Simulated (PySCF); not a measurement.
# SF₂: singlet, from a bent start

Aim: relax SF₂ as a singlet from a bent start, check by its vibrations whether the end is a minimum, and collect its spectrum and constants.

Method: B3LYP, basis S def2-TZVP, F def2-TZVP, no relativity, density fitting; program: PySCF 2.14.0.

## 1. Starting geometry

3 atoms, charge 0, spin multiplicity 1.

Bond lengths: S1–F2 1.670 Å, S1–F3 1.670 Å. Angles: F2–S1–F3 110.0°.

Coordinates in bohr (charge 0 multiplicity 1):
```
S     0.0000    0.0000    0.0000
F     2.5851    0.0000    1.8102
F    -2.5851    0.0000    1.8102
```

## 2. The SCF at the typed geometry

One driver script runs all steps and calls PySCF; scf.py shows how it sets up the SCF of each step. The optimiser is the driver's own. After this first run the driver tries any further starts and a stability analysis.

scf.py reads:

```python
from pyscf import gto, scf, dft
mol = gto.M(atom='''
S      0.000000     0.000000     0.000000
F      1.368000     0.000000     0.957900
F     -1.368000     0.000000     0.957900''',
    basis={'S': 'def2-TZVP', 'F': 'def2-TZVP'},
    charge=0, spin=0)
mf = dft.RKS(mol, xc='B3LYP')
mf.grids.atom_grid = (50, 194)
aux = {'S': 'def2-universal-JKFIT', 'F': 'def2-universal-JKFIT'}
mf = mf.density_fit(auxbasis=aux)
mf.conv_tol = 1e-08
mf.diis_space = 10
mf.max_cycle = 60
mf.init_guess = 'minao'
mf.verbose = 4
mf.kernel()
```

Launch:

```
$ OMP_NUM_THREADS=2 python axn.py task.json out
```

After this run come: Bent start, singlet: relaxation; Frequencies.

Before running it: what results should come out? Wanted: minimum; geometry; wavenumbers; dipole moment; highest occupied, lowest empty level; polar-tensor charge of S1; zero-point energy; atomisation energy.

**Answer**, as computed:

```
                                 quantity                          value
                                  minimum                   singlet, C2v
                                 geometry  S–F 1.605 Å (×2); F–S–F 98.8°
                       wavenumbers (cm⁻¹)   342 (a1), 796 (b2), 826 (a1)
                            dipole moment                         1.20 D
     highest occupied, lowest empty level                -7.05, -2.07 eV
                polar-tensor charge of S1                        +0.94 e
                        zero-point energy                    11.7 kJ/mol
                      entropy at 298.15 K                258.3 J/(mol K)
atomisation energy (no zero-point energy)                     721 kJ/mol
```

In words: The bent start keeps its C2v symmetry and ends in a minimum. The strongest infrared band lies at 796 cm⁻¹ (b2, stretch). Other starts or spin states, not run here, may lie lower.
